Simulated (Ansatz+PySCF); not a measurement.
A calculation with PySCF 2.14.0.

```python
from pyscf import gto, scf

mol = gto.M(atom="""
O 0.000000 0.000000 -0.624100
C 0.000000 1.253880 0.203140
C 0.000000 -1.253880 0.203140
H 0.000000 2.183100 -0.535940
H -0.966840 1.331500 0.906760
H 0.966840 1.331500 0.906760
H 0.000000 -2.183100 -0.535940
H 0.966840 -1.331500 0.906760
H -0.966840 -1.331500 0.906760
""", basis='def2-svp', charge=0, spin=0)
mf = scf.RHF(mol)
mf.init_guess = '1e'
mf.kernel()
while True:  # follow internal instabilities
    mo, _, stable, _ = mf.stability(return_status=True)
    if stable: break
    mf.kernel(mf.make_rdm1(mo, mf.mo_occ))
print(mf.converged, mf.e_tot, mf.spin_square()[0])
```

The script is written out from the run's settings.

Results

```
Converged                       : yes
Total energy                    : -153.89765 hartree
Spin squared of the determinant : 0.000
```
